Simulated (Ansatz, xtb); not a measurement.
## CHSi2: where a starting geometry ends

The starting geometry of this gas-phase doublet has its atoms placed at random.

| atom | x (Å) | y (Å) | z (Å) |
| --- | --- | --- | --- |
| C | -0.5445 | -0.4423 | -0.9984 |
| Si | 0.5616 | 0.0960 | 0.9076 |
| Si | -1.7227 | -0.1457 | 0.1690 |
| H | -0.6182 | -1.3932 | -0.8429 |

Problem. One run relaxed it with r2SCAN-D4/def2-SVP. What is a likely outcome?

Solution. It ends as a structure given below by its coordinates. Distances that change by over a tenth: C1–H4 (0.97 → 1.10 Å). Contacts that close: C1–Si2 (2.27 → 1.79 Å).

The energy falls by 3.17 eV over 7 steps:

| step | E − E(last) (eV) |
| --- | --- |
| 1 | 3.169 |
| 2 | 1.502 |
| 3 | 0.528 |
| 4 | 0.093 |
| 5 | 0.001 |
| 6 | 0.000 |
| 7 | 0.000 |

Final geometry (Å):

```xyz
4

C    -0.5305   -0.7224   -0.4625
Si    0.5074    0.1608    0.6924
Si   -1.9155    0.1388    0.2670
H    -0.3852   -1.4623   -1.2616
```

From the same start GFN2-xTB reaches the same bonding as this run.

From so rough a start the end depends on the optimiser's path, so another program may land elsewhere. No frequencies were run, so the end isn't proven a minimum. Open shells are spin-unrestricted. Run with Ansatz 0.2.0, 11 s on 2 threads of Intel(R) Xeon(R) 6975P-C (Granite Rapids) (shared host).
